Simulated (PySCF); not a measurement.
# SiH⁻ at UHF-SCS-MP2

Level: UHF-SCS-MP2. Si aug-pcseg-1, H aug-pcseg-1; no relativity (PySCF 2.14).

| Item | Value |
| --- | --- |
| state | ³Σ⁻ (triplet), unpaired electrons π ↑↑ |
| bond length | 1.551 Å |
| harmonic wavenumber | 1903 cm⁻¹ |
| force constant | 2.08 mdyn/Å |
| rotational constant Be | 7.205 cm⁻¹ |
| anharmonicity ωexe | 42.6 cm⁻¹ |
| vibration–rotation constant αe | 0.244 cm⁻¹ |

Correlated steps freeze 5 core orbitals. The state was picked by a PBE0 search and need not be the measured ground state.
